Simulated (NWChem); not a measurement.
All runs are NWChem calculations. System: carbon tetrachloride (CCl4), charge 0, spin multiplicity 1, at a geometry optimised with B3LYP/def2-SVP. Level: B2PLYP/def2-TZVP, 21 core orbitals frozen.

Part of the output:

```
             Northwest Computational Chemistry Package (NWChem) 7.3.0
             --------------------------------------------------------

                                NWChem Input Module
                                -------------------

 Scaling coordinates for geometry "geometry" by  1.889725989
 (inverse scale =  0.529177249)

 Turning off AUTOSYM since
 SYMMETRY directive was detected!

                             Geometry "geometry" -> ""
                             -------------------------

 Output coordinates in angstroms (scale by  1.889725989 to convert to a.u.)

  No.       Tag          Charge          X              Y              Z
 ---- ---------------- ---------- -------------- -------------- --------------
    1 Cl                  17.0000     1.45950100     0.00000000    -1.03200200
    2 C                    6.0000     0.00000000     0.00000000     0.00002500
    3 Cl                  17.0000    -1.45950100     0.00000000    -1.03200200
    4 Cl                  17.0000     0.00000000    -1.45948600     1.03199800
    5 Cl                  17.0000     0.00000000     1.45948600     1.03199800

 Effective nuclear repulsion energy (a.u.)     435.1409946123

            Nuclear Dipole moment (a.u.)
            ----------------------------
        X                 Y               Z
 ---------------- ---------------- ----------------
     0.0000000000     0.0000000000     0.0000264562

      Symmetry information
      --------------------

 Group name             C2v
 Group number             16
 Group order               4
 No. of unique centers     3

      Symmetry unique atoms

     1    2    4


 Summary of "ao basis" -> "" (spherical)
 ------------------------------------------------------------------------------
       Tag                 Description            Shells   Functions and Types
 ---------------- ------------------------------  ------  ---------------------
 *                         def2-tzvp                  on all atoms

  dft_input: which_mp2 not specified, using semidirect MP2 by default.

                                 NWChem DFT Module
                                 -----------------

 Summary of "ao basis" -> "ao basis" (spherical)
 ------------------------------------------------------------------------------
       Tag                 Description            Shells   Functions and Types
 ---------------- ------------------------------  ------  ---------------------
 Cl                        def2-tzvp                13       37   5s5p2d1f
 C                         def2-tzvp                11       31   5s3p2d1f

 Summary of "ao basis" -> "ao basis" (spherical)
 ------------------------------------------------------------------------------
       Tag                 Description            Shells   Functions and Types
 ---------------- ------------------------------  ------  ---------------------
 Cl                        def2-tzvp                13       37   5s5p2d1f
 C                         def2-tzvp                11       31   5s3p2d1f

      Symmetry analysis of basis
      --------------------------

        a1         64
        a2         27
        b1         44
        b2         44

            General Information
            -------------------
          SCF calculation type: DFT
          Wavefunction type:  closed shell.
          No. of atoms     :     5
          No. of electrons :    74
           Alpha electrons :    37
            Beta electrons :    37
          Charge           :     0
          Spin multiplicity:     1
          Use of symmetry is: on ; symmetry adaption is: on
          Maximum number of iterations: 100
          AO basis - number of functions:   179
                     number of shells:    63
          Convergence on energy requested:  1.00D-06
          Convergence on density requested:  1.00D-05
          Convergence on gradient requested:  5.00D-04

              XC Information
              --------------
                     Hartree-Fock (Exact) Exchange  0.530
                    Becke 1988 Exchange Functional  0.470
              Lee-Yang-Parr Correlation Functional  0.730

             Grid Information
             ----------------
[...]
    88     -0.195476  3 Cl pz               125      0.195476  4 Cl pz

 Vector   39  Occ=0.000000D+00  E= 5.123987D-02  Symmetry=b1
              MO Center= -2.0D-10,  2.1D-14, -5.3D-01, r^2= 3.9D+00
   Bfn.  Coefficient  Atom+Function         Bfn.  Coefficient  Atom+Function
  ----- ------------  ---------------      ----- ------------  ---------------
    49      0.760121  2 C  px                 5     -0.547393  1 Cl s
    73      0.547393  3 Cl s                 46      0.475507  2 C  px
    20     -0.420238  1 Cl pz                88      0.420238  3 Cl pz
    43      0.374052  2 C  px                18      0.352108  1 Cl px
    86      0.352108  3 Cl px               123     -0.242214  4 Cl px

 Vector   40  Occ=0.000000D+00  E= 5.124478D-02  Symmetry=a1
              MO Center=  2.0D-10,  8.1D-11,  1.7D-04, r^2= 4.2D+00
   Bfn.  Coefficient  Atom+Function         Bfn.  Coefficient  Atom+Function
  ----- ------------  ---------------      ----- ------------  ---------------
    51      0.760135  2 C  pz                48      0.475512  2 C  pz
    18     -0.420216  1 Cl px                86      0.420216  3 Cl px
   124     -0.420293  4 Cl py               161      0.420293  5 Cl py
     5      0.387056  1 Cl s                 73      0.387056  3 Cl s
   110     -0.387113  4 Cl s                147     -0.387113  5 Cl s

 center of mass
 --------------
 x =   0.00000000 y =   0.00000000 z =   0.00000025

 moments of inertia (a.u.)
 ------------------
        1063.980434016805           0.000000000000           0.000000000000
           0.000000000000        1063.991369360497           0.000000000000
           0.000000000000           0.000000000000        1064.004202638705

     Multipole analysis of the density
     ---------------------------------

     L   x y z        total         alpha         beta         nuclear
     -   - - -        -----         -----         ----         -------
     0   0 0 0      0.000000    -37.000000    -37.000000     74.000000

     1   1 0 0     -0.000000     -0.000000     -0.000000      0.000000
     1   0 1 0      0.000000      0.000000      0.000000      0.000000
     1   0 0 1      0.000084      0.000029      0.000029      0.000026

     2   2 0 0    -40.823551   -149.728706   -149.728706    258.633861
     2   1 1 0      0.000000      0.000000      0.000000      0.000000
     2   1 0 1      0.000000      0.000000      0.000000      0.000000
     2   0 2 0    -40.823152   -149.725848   -149.725848    258.628544
     2   0 1 1      0.000000      0.000000      0.000000      0.000000
     2   0 0 2    -40.823431   -149.722868   -149.722868    258.622305

                   NWChem MP2 Semi-direct Energy/Gradient Module
                   ---------------------------------------------

  Basis functions       =    179
  Molecular orbitals    =    179
  Frozen core           =     21
  Frozen virtuals       =      0
  Active alpha occupied =     16
  Active beta occupied  =     16
  Active alpha virtual  =    142
  Active beta virtual   =    142
  Use MO symmetry       = T
  Use skeleton AO sym   = T

  AO/Fock/Back tols     =   1.0D-09  1.0D-09  1.0D-09

 GA uses MA = F    GA memory limited = T

 Available:
  local mem=  4.43D+07
 global mem=  1.44D+08
 local disk=  0.00D+00
  mp2_memr nvloc                   142
  nvloc new                   142
   1 passes of  16:        5242880                     178918                 116730160.
   1 passes of  16: M     44318039           G      144115118           F      39075159.
  mp2_memr nvloc                   142
  nvloc new                   142
   2 passes of   8:        5242880                     122140                  58392470.
   2 passes of   8: M     44318039           G      144115118           F      39075159.
  mp2_memr nvloc                   142
  nvloc new                   142
   3 passes of   6:        5242880                     107946                  43808048.
   3 passes of   6: M     44318039           G      144115118           F      39075159.
  mp2_memr nvloc                   142
  nvloc new                   142
   4 passes of   4:        5242880                      93752                  29223626.
   4 passes of   4: M     44318039           G      144115118           F      39075159.

 Semi-direct pass number   1 of   4  for RHF alpha+beta  at       10.5s
  vrange nnbf                 15104
  mp2_eaftype                   111  avail_ma_in_mb                   386
 EAF : mp2_eaftype filesize         111   14611813.
  mp2_eaf for mointskh                    111
Node 0 wrote     68.6 Mb in      0.0 s     Agg I/O rate:  1429.4 Mb/s
 Done moints_semi at       36.0s
  mp2_eaftype                   111  avail_ma_in_mb                   386
 EAF : mp2_eaftype filesize         111   14611813.
  mp2_eaf for kh                   111
 Done maket at       36.3s
 Semi-direct pass number   2 of   4  for RHF alpha+beta  at       36.3s
  vrange nnbf                 15104
  mp2_eaftype                   111  avail_ma_in_mb                   386
 EAF : mp2_eaftype filesize         111   14611813.
  mp2_eaf for mointskh                    111
Node 0 wrote     68.6 Mb in      0.1 s     Agg I/O rate:   976.3 Mb/s
 Done moints_semi at       62.5s
  mp2_eaftype                   111  avail_ma_in_mb                   386
 EAF : mp2_eaftype filesize         111   14611813.
  mp2_eaf for kh                   111
 Done maket at       62.8s
 Semi-direct pass number   3 of   4  for RHF alpha+beta  at       62.8s
  vrange nnbf                 15104
  mp2_eaftype                   111  avail_ma_in_mb                   386
 EAF : mp2_eaftype filesize         111   14611813.
  mp2_eaf for mointskh                    111
Node 0 wrote     68.6 Mb in      0.0 s     Agg I/O rate:  1690.1 Mb/s
 Done moints_semi at       87.3s
  mp2_eaftype                   111  avail_ma_in_mb                   386
 EAF : mp2_eaftype filesize         111   14611813.
  mp2_eaf for kh                   111
 Done maket at       87.6s
 Semi-direct pass number   4 of   4  for RHF alpha+beta  at       87.6s
  vrange nnbf                 15104
  mp2_eaftype                   111  avail_ma_in_mb                   386
 EAF : mp2_eaftype filesize         111   14611813.
  mp2_eaf for mointskh                    111
Node 0 wrote     68.6 Mb in      0.1 s     Agg I/O rate:  1331.3 Mb/s
 Done moints_semi at      112.0s
  mp2_eaftype                   111  avail_ma_in_mb                   386
 EAF : mp2_eaftype filesize         111   14611813.
  mp2_eaf for kh                   111
 Done maket at      112.3s
 Done multipass loop at      112.3s

          -------------------------------------------
          DFT energy                   -1878.089385033955
          Unscaled MP2 energy             -1.126413875772
          Total DFT+MP2 energy         -1878.393516780413
          -------------------------------------------

 -----------------------
 Performance information
 -----------------------

 Timer overhead =  1.84D-07 seconds/call

               Nr. of calls         CPU time (s)                 Wall time (s)                GFlops
             ---------------    -------------------     ------------------------------   -------------------
Name         Min   Avg   Max    Min     Avg     Max     Min     Avg     Max   Mx/calls   Min     Max     Sum
mp2: moin     4     4     4   1.01E+2 1.01E+2 1.01E+2  1.01E+2 1.01E+2 1.01E+2  25.      0.0     0.0     0.0
mp2: make     4     4     4    1.2     1.2     1.2      1.2     1.2     1.2    0.30      0.0     0.0     0.0
mp2: tota     1     1     1   1.02E+2 1.02E+2 1.02E+2  1.02E+2 1.02E+2 1.02E+2 1.02E+2   0.0     0.0     0.0

 The average no. of pstat calls per process was 9.00D+00
 with a timing overhead of 1.65D-06s

 Task  times  cpu:      112.3s     wall:      112.3s

 Total times  cpu:      112.4s     wall:      112.4s
```

Question: Write an NWChem input that would produce this output.

Answer: One answer among several that fit: 
```
start mol
memory heap 200 mb stack 900 mb global 1100 mb
geometry units angstroms nocenter noautoz
  Cl     1.459501     0.000000    -1.032002
  C      0.000000     0.000000     0.000025
  Cl    -1.459501     0.000000    -1.032002
  Cl     0.000000    -1.459486     1.031998
  Cl     0.000000     1.459486     1.031998
  symmetry group C2v
end
basis spherical
  * library def2-tzvp
end
dft
  xc hfexch 0.53 becke88 0.47 lyp 0.73 mp2 0.27
  dftmp2
  semidirect memsize 60000000 filesize 0
  iterations 100
end
mp2
  freeze core 21
end
task dft energy
```
